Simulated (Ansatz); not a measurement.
# CS2: the cost of one run

Method: the levels named in each step, in Ansatz 0.2.0.

## 1. The structure to begin with

Bond lengths: S1–C2 1.550 Å, C2–S3 1.550 Å. Angles: S1–C2–S3 180.0°.

As a file:

```xyz
3

S     0.0000    0.0000   -1.5501
C     0.0000    0.0000    0.0000
S     0.0000    0.0000    1.5501
```

## 2. A rough first relaxation, PBE-D4/def2-SVP

This run stands in another session on the same molecule. It ended at:

```xyz
3

S     0.0000    0.0000   -1.5695
C     0.0000    0.0000    0.0000
S     0.0000    0.0000    1.5695
```

## 3. Relaxation, PBE0-D4/def2-TZVPP

This run stands in another session on the same molecule. It ended at:

```xyz
3

S     0.0000    0.0000   -1.5483
C     0.0000    0.0000    0.0000
S     0.0000    0.0000    1.5483
```

## 4. Frequencies, PBE0-D4/def2-TZVPP

The input, input.yaml:

```yaml
crystal:
  periodic: [false, false, false]
  atoms:
    - { symbol: S, position_ang: [0.0, 0.0, -1.54826404] }
    - { symbol: C, position_ang: [0.0, 0.0, -4.6e-07] }
    - { symbol: S, position_ang: [0.0, 0.0, 1.54826449] }
basis:
  gaussian: { orbitals: def2-TZVPP }
hamiltonian:
  xc: pbe0
  dispersion: d4
phonons: {}
```

Run with:

```bash
$ ansatz run input.yaml --threads 2 --pin off --max-ram 5120MiB --backend cpu --events-out ev --progress --plain --runs-dir out
```

**Question.** How long does this run take on 2 threads of AMD EPYC 9B45 (Zen 5), shared host, and how much memory does it need?

About 5.3 s, with a peak of 0.21 GiB.
